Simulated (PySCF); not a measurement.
Molecule: ethynylalumane, C2H3Al.

Cartesian coordinates in Å; atom numbers follow the order of the lines, from 1:
```xyz
6

C     1.7916   -0.1860   -0.4068
C     0.6067   -0.0615   -0.1346
Al   -1.2495    0.1301    0.2879
H     2.8341   -0.2936   -0.6527
H    -2.1642   -1.1631    0.3105
H    -1.8146    1.5766    0.6010
```

Geometry PBE0-D3(BJ)/def2-SVP throughout; GIAO in PySCF 2.14, gas phase, one conformer, non-relativistic; equivalent atoms averaged; functional PBE0.

For orientation, aug-cc-pVDZ gives these shifts δ (against TMS, AlH4- at the same level): C1 101.1, C2 91.3, Al3 149.7, H5/H6 5.19, H4 2.65 ppm.

A run gave: C1 109.0, C2 96.6, Al3 159.9, H5/H6 4.93, H4 2.40 ppm (shifts δ (against TMS, AlH4- at the same level)).

Problem. Which basis set was used in that run?
A. 6-311+G(2d,p)
B. def2-TZVP
C. cc-pVTZ
D. 6-31G*
E. pcSseg-0

Solution. C. H5/H6 tells them apart best: cc-pVTZ gives 4.93, 6-31G* gives 5.43, 6-311+G(2d,p) gives 5.15, def2-TZVP gives 5.08, pcSseg-0 gives 6.02 ppm.
